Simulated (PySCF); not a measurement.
## Core-level binding energies of AlH

Compound: AlH (singlet state).
Numbering: `[AlH:1]`

Cartesian coordinates in Å at the PBE0-D3(BJ)/def2-SVP level; atoms count from 1:
```xyz
2
AlH angstrom
Al     0.836   -0.006   -0.005
H     -0.831    0.009   -0.023
```

Computed with delta-SCF UKS SCAN, pcX-2 on the ionised atom, pcseg-1 elsewhere, spin-free X2C in PySCF. Each binding energy is the total energy of the core-ionised species, with the hole localised on one atom, minus that of the ground state; both are solved self-consistently, so orbital relaxation is included.

Problem. List the computed XPS lines with their assignment.

Solution. 
| atom(s) | bonded to | level | binding energy (eV) | count |
| --- | --- | --- | --- | --- |
| Al1 | H | Al 1s | 1568.27 | 1 |

Problem. Which photon energy gives electrons from Al 1s of Al1 a kinetic energy of 20 eV, and what is their de Broglie wavelength?

Solution. hν = 1568.27 + 20 = 1588.27 eV, recoil neglected; λ = 12.264 Å/√(E/eV) = 2.74 Å.

Isolated species at its PBE0-D3(BJ)/def2-SVP geometry, gas phase.
